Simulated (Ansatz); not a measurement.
Consider the substitution at a C–C bond: `CNC(C)=O` + `CNN` → `CNNC` + `CNC=O`.

Isolated molecules relaxed with PBE0-D4/def2-TZVP in Ansatz; ΔE leaves out vibrations. CCSD(T)/CBS is the MP2 limit (def2-TZVPP, def2-QZVPP) plus CCSD(T) − MP2 in def2-TZVPP, frozen cores. Functionals use def2-TZVPP. Each species was taken in one conformer, which may not be the lowest.

Problem. Is it downhill or uphill in electronic energy at CCSD(T)/CBS, and by how much? (Best estimate.)

Solution. Computed: Uphill: ΔE = +12.1 kcal/mol.

Problem. What do these levels give: PBE-D4, r2SCAN-D4, ωB97X-V, B2PLYP, PBE, r2SCAN, PBE0, HF/def2-TZVPP, MP2/def2-QZVPP, HF/CBS(def2), MP2/CBS(def2), CCSD/CBS(def2)? (Estimate.)

Solution. Ansatz gave: PBE-D4 11.0, r2SCAN-D4 11.8, ωB97X-V 11.7, B2PLYP 11.6, PBE 11.1, r2SCAN 11.8, PBE0 11.9, HF/def2-TZVPP 12.5, MP2/def2-QZVPP 12.2, HF/CBS(def2) 12.5, MP2/CBS(def2) 12.3, CCSD/CBS(def2) 12.3 kcal/mol.

Largest T1 diagnostic among the species: 0.015.

From PBE to PBE0 (25 % exact exchange), in def2-TZVPP and without D4, ΔE moves by +0.8 kcal/mol.
